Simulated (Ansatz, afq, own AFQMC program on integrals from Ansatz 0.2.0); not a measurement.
# C$_{2}$H$_{4}$BrSi, doublet: AFQMC among the cluster methods

```xyz
8

C     0.0986    0.8222    1.4414
C    -0.3294   -0.1593    0.6304
Si    0.2697   -0.3501   -1.1113
Br    0.4909   -2.5008   -1.6682
H     0.8822    1.5269    1.1400
H    -0.3131    0.9613    2.4471
H    -1.1211   -0.8328    0.9821
H     1.5779    0.3491   -1.3140
```

Basis def2-SVP. Noble-gas cores (and the filled d shells of Ga–Kr and In–Xe) are frozen. AFQMC by an in-house program on the Cholesky factors that Ansatz 0.2.0 writes for its CCSD(T) run. The CISD trial takes its coefficients from CCSD amplitudes. Released means that phaseless walkers are propagated on without the constraint, phases kept. Uncertainties: one standard error, sampling alone. No spin–orbit coupling.

Determinant: UHF, the one that the program's search chose, which needn't be the lowest solution. The geometry is a PBE0/def2-SVP stationary point of this or a neighbouring charge and spin state.

No full CI on the walks' own integrals is used here. The released AFQMC energy serves as the reference, which it does only where one determinant dominates, the energy is flat over the last release times and near the phaseless one (40 meV or 2 meV an electron, half that with transition metals). On small molecules, where full CI could be run and the noise was under 10 meV, such values lay within 10 meV of it in 19 cases of 20, a flattering rate, since the rule was set on those same cases; what remains of the bias isn't in the error bar.

Cautions: no relativity below Rb; no spin-orbit coupling; inner d shell frozen; unrestricted determinant spin contaminated (⟨S²⟩ 0.89 against 0.75); the released value is read at 0.90 1/Eh with a noise of 12 meV, more than in the cases checked (meV from the phaseless value at times in 1/Eh: -8 ± 10 at 0.21, -8 ± 9 at 0.42, -11 ± 10 at 0.63, -29 ± 12 at 0.90).

The T1 diagnostic is 0.0290 and the weight of the determinant in the CISD state is 0.778. The ⟨S²⟩ of the determinant is 0.893 and the size of the correlated space is 23 electrons in 77 orbitals.

Reference: AFQMC with the constraint released, correlation energy -14.302 ± 0.012 eV.

```json
{"level": "HF", "E − E(reference) (mEh)": "525.57 ± 0.45", "share of correlation (%)": "0.00"}
{"level": "MP2", "E − E(reference) (mEh)": "73.66 ± 0.45", "share of correlation (%)": "85.99"}
{"level": "CCSD", "E − E(reference) (mEh)": "19.96 ± 0.45", "share of correlation (%)": "96.20"}
{"level": "CCSD(T)", "E − E(reference) (mEh)": "2.97 ± 0.45", "share of correlation (%)": "99.43"}
{"level": "ph-AFQMC/CISD", "E − E(reference) (mEh)": "1.05 ± 0.53", "share of correlation (%)": "99.80"}
```

Released energies are given only where the last usable release times agree within the noise; a slower fall can still hide under it.
